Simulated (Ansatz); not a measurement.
The input, for Ansatz 0.2.0:

```yaml
crystal:
  periodic: [false, false, false]
  atoms:
    - {symbol: Ge, position_ang: [0.030282, 0.001211, 0.690425]}
    - {symbol: P, position_ang: [-0.012005, 0.009585, -1.617179]}
    - {symbol: H, position_ang: [0.669573, -1.274093, 1.211164]}
    - {symbol: H, position_ang: [0.752681, 1.173148, 1.229377]}
    - {symbol: H, position_ang: [-1.521485, -0.097242, 1.139613]}
    - {symbol: H, position_ang: [-0.788065, -1.108308, -1.836044]}
    - {symbol: H, position_ang: [-0.926141, 0.924659, -1.805984]}
basis:
  gaussian: {orbitals: cc-pVDZ}
hamiltonian: {xc: {name: wB97M-V}}
output: {forces: true, orbitals: {seedname: orbitals}}
```

```sh
$ ansatz run in.yaml --threads 1 --pin off --events-out ev --progress --plain --max-ram 2393MiB
```

(1) Roughly how long does this take on 1 thread of Intel Xeon, shared host, and how much host memory?

```
  # Of w^i u^j: cxij and so on, Table III.
  gx(w, u) = 1 - cx + cx01*u + cx10*w
  gss(w, u) = css00 + css04*u^4 + css10*w + css20*w^2 + css43*w^4*u^3
  gos(w, u) = cos00 + cos10*w + (cos20 + cos21*u)*w^2 + (cos60 + cos61*u)*w^6
      + integral(e_c_pw_mod_opposite_spin*gos(b97_w_opposite, b97_u_opposite)) + vv10(b, c)
733 factors; integrals over basis functions are off by at most 1.0e-3 eV
232 factors; integrals over basis functions are off by at most 8.3e-6 eV
mean field evaluation 1: about -65882.2873 eV, gradient 9.3e0 eV
mean field evaluation 2: about -65882.5672 eV, gradient 4.1e0 eV
mean field evaluation 4: about -65882.6154 eV, gradient 8.5e-1 eV
mean field evaluation 8: about -65882.6591 eV, gradient 1.1e-2 eV
mean field evaluation 16: about -65882.6591 eV, gradient 3.6e-5 eV
mean field -65882.65909777 eV, -2421.1430649728 hartree, gradient 3.6e-5 eV, S^2 0.000000; 0 other end points of the search recorded, 0 dependent functions left out
the calculation of the forces begins
reference -65882.65913700 eV, -2421.1430664144 hartree; 26, 26 occupied and 44, 44 virtual orbitals, 733 factors
Total energy: -65882.65913700 eV, -2421.1430664144 hartree
Atom 0 at     0.030282     0.001211     0.690425 Å, force    -2.232323    -1.020512    -0.113831 eV/Å
Atom 1 at    -0.012005     0.009585    -1.617179 Å, force     3.775228    -1.338213     0.047018 eV/Å
Atom 2 at     0.669573    -1.274093     1.211164 Å, force     0.252826    -0.228979    -0.030010 eV/Å
Atom 3 at     0.752681     1.173148     1.229377 Å, force     0.384949     0.885678     0.329121 eV/Å
Atom 4 at    -1.521485    -0.097242     1.139613 Å, force     1.142379     0.296846    -0.021388 eV/Å
Atom 5 at    -0.788065    -1.108308    -1.836044 Å, force    -0.815432    -0.785913     0.067139 eV/Å
Atom 6 at    -0.926141     0.924659    -1.805984 Å, force    -2.507627     2.191093    -0.278049 eV/Å
Dipole moment:    -0.094704     0.030971     0.092409 e Å
```

Forces (eV/Å):
```
Ge  -2.232 -1.021 -0.114
P    3.775 -1.338  0.047
H    0.253 -0.229 -0.030
H    0.385  0.886  0.329
H    1.142  0.297 -0.021
H   -0.815 -0.786  0.067
H   -2.508  2.191 -0.278
```

Answers

(1) 19 s wall and 0.21 GiB.
